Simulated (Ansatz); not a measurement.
For diamond-structure Si, r²SCAN in Ansatz (PAW) gives:

* **equilibrium lattice constant a**: 5.444 Å
* **bulk modulus**: 96.9 GPa
* **cohesive energy**: 4.67 eV/atom
* **band gap at the measured cell**: 0.76 eV
* **elastic constant C11**: 168 GPa
* **elastic constant C44**: 81.4 GPa
* **Voigt–Reuss–Hill shear modulus**: 68.6 GPa

Task: What does HSE06 (Ansatz, a program for electronic structure, PAW) give for the same quantities?

Result: 
- lattice constant a: 5.440 Å (drops by 0.1 %)
- bulk modulus: 98.3 GPa (goes up by 1.4 %)
- cohesive energy: 4.58 eV/atom (shrinks by 0.09 eV/atom)
- band gap at the measured cell: 1.12 eV (increases by 0.36 eV)
- elastic constant C11: 169 GPa (is nearly the same)
- elastic constant C44: 81.4 GPa (hardly moves)
- Voigt–Reuss–Hill shear modulus: 68.5 GPa (is nearly the same)

For comparison: lattice constant a 5.421 Å (measured, static lattice: zero-point anharmonic expansion removed; as tabulated in Mejia-Rodriguez and Trickey (2018), arXiv:1807.09216); bulk modulus 101 GPa (measured, 0 K value with zero-point phonon effects removed; as tabulated in Sun et al. (2011), doi:10.1103/physrevb.84.035117); cohesive energy 4.68 ± 0.08 eV/atom (measured, from 0 K enthalpies of formation; zero-point vibration energy (9/8 kB θD) added; as tabulated in Csonka et al. (2009), arXiv:0903.4037); band gap 1.23 eV (measured, zero-point renormalisation of 0.06 eV added back (the table's ZPR column); as tabulated in Chen et al. (2018), doi:10.1103/physrevmaterials.2.073803); elastic constant C11 168 GPa (measured, low temperature, not corrected to a static lattice; as tabulated in Tanner et al. (2021), arXiv:2110.11888); elastic constant C44 80.2 GPa (measured, low temperature, not corrected to a static lattice; as tabulated in Tanner et al. (2021), arXiv:2110.11888).

Changes are worked out from the printed values.

Unless a cell is named, each level is at its own relaxed cell (r²SCAN 20.17, HSE06 20.12 Å³/atom).

Density-functional gaps are differences of (generalised) Kohn–Sham levels.

Ansatz's density-functional and Hartree–Fock values are scalar-relativistic unless marked +SOC, with PAW data made under PBE.
